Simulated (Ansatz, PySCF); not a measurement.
Dissociation curve of SMILES CC#N (C₂H₃N). The C1–H6 bond (C1 also carries C, H, H; H6 carries nothing else) is pulled apart rigidly from the PBE0/def2-TZVP optimised geometry.

Methods: UHF/cc-pVTZ (Ansatz, a quantum-chemistry and plane-wave program); RHF/cc-pVTZ (Ansatz); UKS-PBE = unrestricted PBE/cc-pVTZ run with Ansatz; RKS-PBE = restricted PBE/cc-pVTZ (Ansatz); UKS-PBE0 = unrestricted PBE0/cc-pVTZ in Ansatz; RKS-PBE0 = restricted PBE0/cc-pVTZ run with Ansatz; UKS-B3LYP/6-31G* = unrestricted B3LYP/6-31G*, spherical d run with PySCF 2.14.0; RKS-B3LYP/6-31G* = restricted B3LYP/6-31G*, spherical d (PySCF); UKS-M06-2X/6-31G* = unrestricted M06-2X/6-31G*, spherical d (PySCF 2.14.0); RKS-M06-2X/6-31G* = restricted M06-2X/6-31G*, spherical d (PySCF 2.14.0).

Scanned distances (Å): 0.88, 0.93, 1.00, 1.02, 1.06, 1.09, 1.13, 1.16, 1.22, 1.26, 1.37, 1.48, 1.64, 1.80, 1.98, 2.15, 2.38, 2.72, 2.97, 3.26, 3.81.

Q: Where does the unrestricted solution first break spin symmetry (<S²> of 0.01 or more)?

A: UHF: between 1.48 and 1.64 Å; UKS-PBE: between 1.98 and 2.15 Å; UKS-PBE0: between 1.80 and 1.98 Å; UKS-B3LYP/6-31G*: between 1.80 and 1.98 Å; UKS-M06-2X/6-31G*: between 1.98 and 2.15 Å.

```json
[
 {"R / Å": "0.88", "<S²> UHF": "0.00", "E(RHF) − E(UHF) / eV": "0.000", "<S²> UKS-PBE": "0.00", "E(RKS-PBE) − E(UKS-PBE) / eV": "0.000", "<S²> UKS-PBE0": "0.00", "E(RKS-PBE0) − E(UKS-PBE0) / eV": "0.000", "<S²> UKS-B3LYP/6-31G*": "0.00", "E(RKS-B3LYP/6-31G*) − E(UKS-B3LYP/6-31G*) / eV": "0.000", "<S²> UKS-M06-2X/6-31G*": "0.00", "E(RKS-M06-2X/6-31G*) − E(UKS-M06-2X/6-31G*) / eV": "0.000"},
 {"R / Å": "0.93", "<S²> UHF": "0.00", "E(RHF) − E(UHF) / eV": "0.000", "<S²> UKS-PBE": "0.00", "E(RKS-PBE) − E(UKS-PBE) / eV": "0.000", "<S²> UKS-PBE0": "0.00", "E(RKS-PBE0) − E(UKS-PBE0) / eV": "0.000", "<S²> UKS-B3LYP/6-31G*": "0.00", "E(RKS-B3LYP/6-31G*) − E(UKS-B3LYP/6-31G*) / eV": "0.000", "<S²> UKS-M06-2X/6-31G*": "0.00", "E(RKS-M06-2X/6-31G*) − E(UKS-M06-2X/6-31G*) / eV": "0.000"},
 {"R / Å": "1.00", "<S²> UHF": "0.00", "E(RHF) − E(UHF) / eV": "0.000", "<S²> UKS-PBE": "0.00", "E(RKS-PBE) − E(UKS-PBE) / eV": "0.000", "<S²> UKS-PBE0": "0.00", "E(RKS-PBE0) − E(UKS-PBE0) / eV": "0.000", "<S²> UKS-B3LYP/6-31G*": "0.00", "E(RKS-B3LYP/6-31G*) − E(UKS-B3LYP/6-31G*) / eV": "0.000", "<S²> UKS-M06-2X/6-31G*": "0.00", "E(RKS-M06-2X/6-31G*) − E(UKS-M06-2X/6-31G*) / eV": "0.000"},
 {"R / Å": "1.02", "<S²> UHF": "0.00", "E(RHF) − E(UHF) / eV": "0.000", "<S²> UKS-PBE": "0.00", "E(RKS-PBE) − E(UKS-PBE) / eV": "0.000", "<S²> UKS-PBE0": "0.00", "E(RKS-PBE0) − E(UKS-PBE0) / eV": "0.000", "<S²> UKS-B3LYP/6-31G*": "0.00", "E(RKS-B3LYP/6-31G*) − E(UKS-B3LYP/6-31G*) / eV": "0.000", "<S²> UKS-M06-2X/6-31G*": "0.00", "E(RKS-M06-2X/6-31G*) − E(UKS-M06-2X/6-31G*) / eV": "0.000"},
 {"R / Å": "1.06", "<S²> UHF": "0.00", "E(RHF) − E(UHF) / eV": "0.000", "<S²> UKS-PBE": "0.00", "E(RKS-PBE) − E(UKS-PBE) / eV": "0.000", "<S²> UKS-PBE0": "0.00", "E(RKS-PBE0) − E(UKS-PBE0) / eV": "0.000", "<S²> UKS-B3LYP/6-31G*": "0.00", "E(RKS-B3LYP/6-31G*) − E(UKS-B3LYP/6-31G*) / eV": "0.000", "<S²> UKS-M06-2X/6-31G*": "0.00", "E(RKS-M06-2X/6-31G*) − E(UKS-M06-2X/6-31G*) / eV": "0.000"},
 {"R / Å": "1.09", "<S²> UHF": "0.00", "E(RHF) − E(UHF) / eV": "0.000", "<S²> UKS-PBE": "0.00", "E(RKS-PBE) − E(UKS-PBE) / eV": "0.000", "<S²> UKS-PBE0": "0.00", "E(RKS-PBE0) − E(UKS-PBE0) / eV": "0.000", "<S²> UKS-B3LYP/6-31G*": "0.00", "E(RKS-B3LYP/6-31G*) − E(UKS-B3LYP/6-31G*) / eV": "0.000", "<S²> UKS-M06-2X/6-31G*": "0.00", "E(RKS-M06-2X/6-31G*) − E(UKS-M06-2X/6-31G*) / eV": "0.000"},
 {"R / Å": "1.13", "<S²> UHF": "0.00", "E(RHF) − E(UHF) / eV": "0.000", "<S²> UKS-PBE": "0.00", "E(RKS-PBE) − E(UKS-PBE) / eV": "0.000", "<S²> UKS-PBE0": "0.00", "E(RKS-PBE0) − E(UKS-PBE0) / eV": "0.000", "<S²> UKS-B3LYP/6-31G*": "0.00", "E(RKS-B3LYP/6-31G*) − E(UKS-B3LYP/6-31G*) / eV": "0.000", "<S²> UKS-M06-2X/6-31G*": "0.00", "E(RKS-M06-2X/6-31G*) − E(UKS-M06-2X/6-31G*) / eV": "0.000"},
 {"R / Å": "1.16", "<S²> UHF": "0.00", "E(RHF) − E(UHF) / eV": "0.000", "<S²> UKS-PBE": "0.00", "E(RKS-PBE) − E(UKS-PBE) / eV": "0.000", "<S²> UKS-PBE0": "0.00", "E(RKS-PBE0) − E(UKS-PBE0) / eV": "0.000", "<S²> UKS-B3LYP/6-31G*": "0.00", "E(RKS-B3LYP/6-31G*) − E(UKS-B3LYP/6-31G*) / eV": "0.000", "<S²> UKS-M06-2X/6-31G*": "0.00", "E(RKS-M06-2X/6-31G*) − E(UKS-M06-2X/6-31G*) / eV": "0.000"},
 {"R / Å": "1.22", "<S²> UHF": "0.00", "E(RHF) − E(UHF) / eV": "0.000", "<S²> UKS-PBE": "0.00", "E(RKS-PBE) − E(UKS-PBE) / eV": "0.000", "<S²> UKS-PBE0": "0.00", "E(RKS-PBE0) − E(UKS-PBE0) / eV": "0.000", "<S²> UKS-B3LYP/6-31G*": "0.00", "E(RKS-B3LYP/6-31G*) − E(UKS-B3LYP/6-31G*) / eV": "0.000", "<S²> UKS-M06-2X/6-31G*": "0.00", "E(RKS-M06-2X/6-31G*) − E(UKS-M06-2X/6-31G*) / eV": "0.000"},
 {"R / Å": "1.26", "<S²> UHF": "0.00", "E(RHF) − E(UHF) / eV": "0.000", "<S²> UKS-PBE": "0.00", "E(RKS-PBE) − E(UKS-PBE) / eV": "0.000", "<S²> UKS-PBE0": "0.00", "E(RKS-PBE0) − E(UKS-PBE0) / eV": "0.000", "<S²> UKS-B3LYP/6-31G*": "0.00", "E(RKS-B3LYP/6-31G*) − E(UKS-B3LYP/6-31G*) / eV": "0.000", "<S²> UKS-M06-2X/6-31G*": "0.00", "E(RKS-M06-2X/6-31G*) − E(UKS-M06-2X/6-31G*) / eV": "0.000"},
 {"R / Å": "1.37", "<S²> UHF": "0.00", "E(RHF) − E(UHF) / eV": "0.000", "<S²> UKS-PBE": "0.00", "E(RKS-PBE) − E(UKS-PBE) / eV": "0.000", "<S²> UKS-PBE0": "0.00", "E(RKS-PBE0) − E(UKS-PBE0) / eV": "0.000", "<S²> UKS-B3LYP/6-31G*": "0.00", "E(RKS-B3LYP/6-31G*) − E(UKS-B3LYP/6-31G*) / eV": "0.000", "<S²> UKS-M06-2X/6-31G*": "0.00", "E(RKS-M06-2X/6-31G*) − E(UKS-M06-2X/6-31G*) / eV": "0.000"},
 {"R / Å": "1.48", "<S²> UHF": "0.00", "E(RHF) − E(UHF) / eV": "0.000", "<S²> UKS-PBE": "0.00", "E(RKS-PBE) − E(UKS-PBE) / eV": "0.000", "<S²> UKS-PBE0": "0.00", "E(RKS-PBE0) − E(UKS-PBE0) / eV": "0.000", "<S²> UKS-B3LYP/6-31G*": "0.00", "E(RKS-B3LYP/6-31G*) − E(UKS-B3LYP/6-31G*) / eV": "0.000", "<S²> UKS-M06-2X/6-31G*": "0.00", "E(RKS-M06-2X/6-31G*) − E(UKS-M06-2X/6-31G*) / eV": "0.000"},
 {"R / Å": "1.64", "<S²> UHF": "0.07", "E(RHF) − E(UHF) / eV": "0.003", "<S²> UKS-PBE": "0.00", "E(RKS-PBE) − E(UKS-PBE) / eV": "0.000", "<S²> UKS-PBE0": "0.00", "E(RKS-PBE0) − E(UKS-PBE0) / eV": "0.000", "<S²> UKS-B3LYP/6-31G*": "0.00", "E(RKS-B3LYP/6-31G*) − E(UKS-B3LYP/6-31G*) / eV": "0.000", "<S²> UKS-M06-2X/6-31G*": "0.00", "E(RKS-M06-2X/6-31G*) − E(UKS-M06-2X/6-31G*) / eV": "0.000"},
 {"R / Å": "1.80", "<S²> UHF": "0.49", "E(RHF) − E(UHF) / eV": "0.229", "<S²> UKS-PBE": "0.00", "E(RKS-PBE) − E(UKS-PBE) / eV": "0.000", "<S²> UKS-PBE0": "0.00", "E(RKS-PBE0) − E(UKS-PBE0) / eV": "0.000", "<S²> UKS-B3LYP/6-31G*": "0.00", "E(RKS-B3LYP/6-31G*) − E(UKS-B3LYP/6-31G*) / eV": "0.000", "<S²> UKS-M06-2X/6-31G*": "0.00", "E(RKS-M06-2X/6-31G*) − E(UKS-M06-2X/6-31G*) / eV": "0.000"},
 {"R / Å": "1.98", "<S²> UHF": "0.76", "E(RHF) − E(UHF) / eV": "0.724", "<S²> UKS-PBE": "0.00", "E(RKS-PBE) − E(UKS-PBE) / eV": "0.000", "<S²> UKS-PBE0": "0.06", "E(RKS-PBE0) − E(UKS-PBE0) / eV": "0.002", "<S²> UKS-B3LYP/6-31G*": "0.01", "E(RKS-B3LYP/6-31G*) − E(UKS-B3LYP/6-31G*) / eV": "0.000", "<S²> UKS-M06-2X/6-31G*": "0.00", "E(RKS-M06-2X/6-31G*) − E(UKS-M06-2X/6-31G*) / eV": "0.000"},
 {"R / Å": "2.15", "<S²> UHF": "0.91", "E(RHF) − E(UHF) / eV": "1.273", "<S²> UKS-PBE": "0.03", "E(RKS-PBE) − E(UKS-PBE) / eV": "0.000", "<S²> UKS-PBE0": "0.45", "E(RKS-PBE0) − E(UKS-PBE0) / eV": "0.130", "<S²> UKS-B3LYP/6-31G*": "0.34", "E(RKS-B3LYP/6-31G*) − E(UKS-B3LYP/6-31G*) / eV": "0.080", "<S²> UKS-M06-2X/6-31G*": "0.43", "E(RKS-M06-2X/6-31G*) − E(UKS-M06-2X/6-31G*) / eV": "0.096"},
 {"R / Å": "2.38", "<S²> UHF": "1.02", "E(RHF) − E(UHF) / eV": "2.013", "<S²> UKS-PBE": "0.54", "E(RKS-PBE) − E(UKS-PBE) / eV": "0.135", "<S²> UKS-PBE0": "0.73", "E(RKS-PBE0) − E(UKS-PBE0) / eV": "0.468", "<S²> UKS-B3LYP/6-31G*": "0.65", "E(RKS-B3LYP/6-31G*) − E(UKS-B3LYP/6-31G*) / eV": "0.345", "<S²> UKS-M06-2X/6-31G*": "0.76", "E(RKS-M06-2X/6-31G*) − E(UKS-M06-2X/6-31G*) / eV": "0.508"},
 {"R / Å": "2.72", "<S²> UHF": "1.08", "E(RHF) − E(UHF) / eV": "2.976", "<S²> UKS-PBE": "0.85", "E(RKS-PBE) − E(UKS-PBE) / eV": "0.503", "<S²> UKS-PBE0": "0.92", "E(RKS-PBE0) − E(UKS-PBE0) / eV": "1.025", "<S²> UKS-B3LYP/6-31G*": "0.88", "E(RKS-B3LYP/6-31G*) − E(UKS-B3LYP/6-31G*) / eV": "0.827", "<S²> UKS-M06-2X/6-31G*": "0.93", "E(RKS-M06-2X/6-31G*) − E(UKS-M06-2X/6-31G*) / eV": "1.201"},
 {"R / Å": "2.97", "<S²> UHF": "1.11", "E(RHF) − E(UHF) / eV": "3.561", "<S²> UKS-PBE": "0.93", "E(RKS-PBE) − E(UKS-PBE) / eV": "0.764", "<S²> UKS-PBE0": "0.97", "E(RKS-PBE0) − E(UKS-PBE0) / eV": "1.383", "<S²> UKS-B3LYP/6-31G*": "0.95", "E(RKS-B3LYP/6-31G*) − E(UKS-B3LYP/6-31G*) / eV": "1.153", "<S²> UKS-M06-2X/6-31G*": "0.00", "E(RKS-M06-2X/6-31G*) − E(UKS-M06-2X/6-31G*) / eV": "—"},
 {"R / Å": "3.26", "<S²> UHF": "1.12", "E(RHF) − E(UHF) / eV": "4.121", "<S²> UKS-PBE": "0.97", "E(RKS-PBE) − E(UKS-PBE) / eV": "1.010", "<S²> UKS-PBE0": "1.00", "E(RKS-PBE0) − E(UKS-PBE0) / eV": "1.718", "<S²> UKS-B3LYP/6-31G*": "0.99", "E(RKS-B3LYP/6-31G*) − E(UKS-B3LYP/6-31G*) / eV": "1.468", "<S²> UKS-M06-2X/6-31G*": "0.00", "E(RKS-M06-2X/6-31G*) − E(UKS-M06-2X/6-31G*) / eV": "—"},
 {"R / Å": "3.81", "<S²> UHF": "1.12", "E(RHF) − E(UHF) / eV": "4.901", "<S²> UKS-PBE": "1.00", "E(RKS-PBE) − E(UKS-PBE) / eV": "1.315", "<S²> UKS-PBE0": "1.01", "E(RKS-PBE0) − E(UKS-PBE0) / eV": "2.148", "<S²> UKS-B3LYP/6-31G*": "1.01", "E(RKS-B3LYP/6-31G*) − E(UKS-B3LYP/6-31G*) / eV": "1.882", "<S²> UKS-M06-2X/6-31G*": "0.00", "E(RKS-M06-2X/6-31G*) − E(UKS-M06-2X/6-31G*) / eV": "—"}
]
```

Dashes: no converged value, or the column stops at the first point that the program doubted or that broke a chosen test of continuity, which isn't proof of a fault.
